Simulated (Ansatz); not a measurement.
A nudged elastic band was laid between two geometries of C2H4FNO (9 atoms, charge 0, multiplicity 1).

All numbers below come from RKS PBE0-D4/def2-SVPD (Ansatz 0.2.0).

```
movable images  : 7
climbing image  : yes
spring          : 5.0 eV/Å²
optimiser       : quadratic models (default)
start path      : through a guess of the saddle point
force threshold : 0.05 eV/Å
iteration limit : 60
end points      : relaxed
```

Image 0:

```xyz
9
Properties=species:S:1:pos:R:3
N 0.966 0.822 0.493
C 0.466 -0.301 -0.155
O -0.536 -1.158 0.500
C -0.932 -0.372 -0.551
F -1.725 0.684 -0.220
H 1.709 0.623 1.152
H 0.250 1.403 0.913
H 1.212 -0.886 -0.701
H -1.322 -0.862 -1.450
```

Image 8:

```xyz
9
Properties=species:S:1:pos:R:3
N 0.870 0.631 0.821
C 0.425 -0.365 -0.045
O -0.626 -1.250 0.433
C -0.932 -0.369 -0.574
F -1.726 0.679 -0.211
H 1.852 0.850 0.772
H 0.275 1.445 0.903
H 1.218 -0.896 -0.580
H -1.267 -0.771 -1.536
```

Q: Which bonds break or form, and what moves?

A: No bond is made or broken. The height of N1 over the plane of its neighbours goes from -0.30 to 0.25 Å.

Q: Give the energies along the band, and the barrier.

A: It converged. The highest image is number 6 of 0 to 8, 0.107 eV above the first end and 0.001 eV above the last; the last end lies 0.106 eV above the first. The top lies less than 8 meV above the higher end, about what the thresholds resolve: that end is a shoulder or a very shallow well. A vibrational analysis at the climbing image gives one clearly imaginary mode, 154i cm⁻¹: a first-order saddle point.

```csv
image,path coordinate (Å),energy (eV),height of N1 over the plane of its neighbours (Å)
0,0.00,0.000,-0.30
1,0.10,0.006,-0.26
2,0.20,0.027,-0.19
3,0.30,0.059,-0.11
4,0.40,0.088,-0.01
5,0.50,0.105,0.09
6,0.59,0.107,0.18
7,0.68,0.107,0.21
8,0.76,0.106,0.25
```

Q: What is the geometry of the highest image?

A: 
```xyz
9
Properties=species:S:1:pos:R:3
N 0.863 0.662 0.770
C 0.428 -0.352 -0.063
O -0.614 -1.258 0.433
C -0.938 -0.378 -0.565
F -1.740 0.662 -0.196
H 1.854 0.791 0.885
H 0.296 1.493 0.848
H 1.214 -0.888 -0.603
H -1.276 -0.779 -1.528
```

The band took 6 iterations and about 3 core-minutes.

The run took 97 s on 2 threads of Intel(R) Xeon(R) Platinum 8488C (Sapphire Rapids), on a shared host, peak memory 0.32 GiB.
